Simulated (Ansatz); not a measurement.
# FH2SSi− (SMILES F[SiH-]S): one structure at several levels

The task here is to estimate one member of a computed series from the others.

Method: single points in def2-TZVPPD; program: Ansatz 0.2.0, Gaussian basis.

Cores are frozen in the correlated methods. B3LYP uses VWN-RPA correlation.

## The system as given

SMILES `F[SiH-]S`, 5 atoms, charge -1, spin multiplicity 1.

Atoms are counted from 1 here; the program's logs count them from 0.

Bond lengths: F1–Si2 1.702 Å, Si2–S3 2.300 Å, Si2–H4 1.500 Å, S3–H5 1.308 Å. Angles: F1–Si2–S3 99.3°, F1–Si2–H4 90.9°, S3–Si2–H4 94.6°, Si2–S3–H5 95.0°.

As a file:

```xyz
5

F    -1.3905   -0.0341    0.9262
Si   -0.8687   -0.0792   -0.6930
S     1.1491    1.0003   -0.4651
H    -0.2943   -1.4505   -0.4938
H     1.3715    0.5706    0.7500
```

Set-up of the first run:

run/in.yaml reads:

```yaml
crystal:
  periodic: [false, false, false]
  atoms:
    - {symbol: F, position_ang: [-1.390500, -0.034100, 0.926200]}
    - {symbol: Si, position_ang: [-0.868700, -0.079200, -0.693000]}
    - {symbol: S, position_ang: [1.149100, 1.000300, -0.465100]}
    - {symbol: H, position_ang: [-0.294300, -1.450500, -0.493800]}
    - {symbol: H, position_ang: [1.371500, 0.570600, 0.750000]}
basis:
  gaussian: {orbitals: "def2-TZVPPD.json"}
total_charge: -1
correlation: {method: ccsd_t}
output: {forces: true}
```

The basis file named in the input lies beside it (Basis Set Exchange, JSON).

The command line of these runs was not kept.

Steps of the session up to this table: CCSD(T)/def2-TZVPPD; PBE0-D4/def2-TZVPPD; wB97M-V/def2-TZVPPD; r2SCAN-D4/def2-TZVPPD; PBE-D4/def2-TZVPPD; SPW92/def2-TZVPPD; B3LYP-D4/def2-TZVPPD.

One of the session's tables, all rows but one given; the rest of the session is left out.

```
   method  RMS force component (eV/Å)  angle to CCSD(T) forces (°)
  CCSD(T)                       0.416                    reference
  PBE0-D4                           ?                            ?
  wB97M-V                       0.399                          5.3
r2SCAN-D4                       0.458                          4.9
   PBE-D4                       0.561                         22.1
    SPW92                       0.579                         12.9
 B3LYP-D4                       0.435                          9.6
```

Estimate the missing values for PBE0-D4.

As computed: RMS force component (eV/Å): 0.454; angle to CCSD(T) forces (°): 7.0. In the column «RMS force component (eV/Å)» it lies between B3LYP-D4 (0.435) and r2SCAN-D4 (0.458).
